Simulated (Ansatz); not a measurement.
Stepwise reaction of `O[Si]O` with hydrogen fluoride, as a gas-phase model of exchange steps in deposition or etching. ΔE in kJ/mol; ΔG adds harmonic PBE0-D4 terms to CCSD(T)/CBS, at 1 bar.

Isolated molecules relaxed with PBE0-D4/def2-TZVP in Ansatz; ΔE leaves out vibrations. CCSD(T)/CBS is the MP2 limit (def2-TZVPP, def2-QZVPP) plus CCSD(T) − MP2 in def2-TZVPP, frozen cores. This one scheme is used for every species. Functionals use def2-TZVPP. B3LYP here is the variant with VWN-RPA as its local correlation; programs differ in this. One conformer a species, not always the lowest.

| step | reaction | PBE-D4 | B3LYP-D4 | ωB97M-V | CCSD(T)/CBS | ΔG(500 K) |
| --- | --- | --- | --- | --- | --- | --- |
| 2 | `O[Si]F` + H–F → `F[Si]F` + H₂O | -31.3 | -33.6 | -34.3 | -33.6 | -34.3 |

Give the row of step 1, `O[Si]O` + H–F → `O[Si]F` + H₂O. (Estimate.)

The calculation gave: 
| step | reaction | PBE-D4 | B3LYP-D4 | ωB97M-V | CCSD(T)/CBS | ΔG(500 K) |
| --- | --- | --- | --- | --- | --- | --- |
| 1 | `O[Si]O` + H–F → `O[Si]F` + H₂O | -37.0 | -40.2 | -40.6 | -37.3 | -42.2 |

By hand: ΔE of the 2 steps together at CCSD(T)/CBS.

(-37.3) + (-33.6) = -70.9 kJ/mol, or -35.5 kJ/mol a step.

In ΔE the steps differ by no more than 3.7 kJ/mol. All are downhill at CCSD(T)/CBS. ΔG lies between -42.2 and -34.3 kJ/mol a step. PBE-D4 differs from CCSD(T)/CBS by 0.3 to 2.3 kJ/mol a step. Isolated molecules leave out the surface, adducts and barriers. Largest T1 diagnostic: 0.015.
